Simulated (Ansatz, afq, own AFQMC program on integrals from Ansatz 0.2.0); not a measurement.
**AlH, triplet: AFQMC among the cluster methods**

```yaml
atoms:
  - { symbol: Al, position_ang: [0.0000, 0.0000, 0.0000] }
  - { symbol: H, position_ang: [0.0000, 0.0000, 4.4260] }
```

Basis cc-pVTZ. Noble-gas cores (and the filled d shells of Ga–Kr and In–Xe) are frozen. AFQMC by an in-house program on the Cholesky factors that Ansatz 0.2.0 writes for its CCSD(T) run. The CISD trial takes its coefficients from CCSD amplitudes. Released means that phaseless walkers are propagated on without the constraint, phases kept. Uncertainties: one standard error, sampling alone.

Determinant: UHF, the one that the program's search chose, which needn't be the lowest solution. The geometry is a point of a scan.

Full CI on the same integrals is exact in this basis and with this determinant's frozen core.

Cautions: lower spins were not checked.

```
T1 diagnostic                               : 0.0156
weight of the determinant in the CISD state : 0.931
⟨S²⟩ of the determinant                     : 2.020
size of the correlated space                : 4 electrons in 43 orbitals
```

Reference: full CI, correlation energy -1.435 eV. The released energy is read at 2.40 1/Eh (meV from the phaseless value at times in 1/Eh: -0.9 ± 0.7 at 0.24, -2.3 ± 0.6 at 0.51, -3.4 ± 0.5 at 0.99, -4.2 ± 0.5 at 1.62, -4.8 ± 0.6 at 2.40).

```tsv
level	E − E(reference) (kJ/mol)	share of correlation (%)
HF	138.5	0.00
MP2	44.1	68.15
CCSD	4.3	96.92
CCSD(T)	1.2	99.10
CCSDT	0.0	100.00
CCSDT(Q)	0.0	100.00
ph-AFQMC/HF	9.1 ± 1.1	93.40
ph-AFQMC/CISD	0.5 ± 0.07	99.67
released AFQMC	0.0 ± 0.06	100.00
```

CCSDT and higher add their correlation energy to the determinant of the CCSD(T) run, since their own runs factorise the integrals more tightly (a shift of under 2 meV). A walk keeps the symmetry of its determinant, which the program's search chose and which needn't be the lowest solution, so a lower state of the same spin and another symmetry isn't excluded. Released energies are given only where the last usable release times agree within the noise; a slower fall can still hide under it.
